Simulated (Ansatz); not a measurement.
# BFH4S: the cost of one run

Program: Ansatz 0.2.0. Level of theory: RKS PBE-D4/def2-SVP. These are calculated values, not measurements.

1 further run of the same task is left out (it didn't finish).

## 1. The system as given

Bond lengths: B1–H3 1.190 Å, B1–F4 1.320 Å, B1–S5 2.190 Å, S5–H6 1.400 Å, S5–H7 1.549 Å. Angles: H3–B1–F4 120.0°, H3–B1–S5 97.0°, F4–B1–S5 101.2°, B1–S5–H6 109.5°, B1–S5–H7 57.4°, H6–S5–H7 144.6°.

As a file:

```xyz
7

B     0.0000    0.0000    0.0000
H     0.0000    0.0000    1.5400
H     1.0305    0.0000   -0.5950
F    -1.1431    0.0000   -0.6600
S     0.0915   -2.0763    0.6906
H    -0.6660   -2.8867   -0.1635
H     0.0385   -0.8742    1.6662
```

## 2. A restrained relaxation towards end A

Springs on the bonds that form and break draw the guess towards this end; the thresholds are loose.

File input.yaml:

```yaml
crystal:
  periodic: [false, false, false]
  atoms:
    - { symbol: B, position_ang: [0.0, 0.0, 0.0] }
    - { symbol: H, position_ang: [0.0, 0.0, 1.54] }
    - { symbol: H, position_ang: [1.0305, 0.0, -0.595] }
    - { symbol: F, position_ang: [-1.1431, 0.0, -0.66] }
    - { symbol: S, position_ang: [0.0915, -2.0763, 0.6906] }
    - { symbol: H, position_ang: [-0.666, -2.8867, -0.1635] }
    - { symbol: H, position_ang: [0.0385, -0.8742, 1.6662] }
basis:
  gaussian: { orbitals: def2-SVP }
hamiltonian:
  xc: pbe
  dispersion: d4
relax:
  f_tol: 0.15
  max_steps: 25
  restrain:
    - { distance: [0, 4], at: 3.09, k: 30.0 }
    - { distance: [6, 1], at: 1.86, k: 30.0 }
    - { distance: [0, 1], at: 1.19, k: 30.0 }
    - { distance: [6, 4], at: 1.4, k: 30.0 }
```

Run with:

```bash
$ ansatz run input.yaml --threads 1 --pin off --max-ram 2048MiB --backend cpu --events-out ev --progress --plain --runs-dir out
```

What time and memory should one allow on 1 thread of Arm Neoverse V1, shared host?

About 16 s, with a peak of 0.13 GiB.
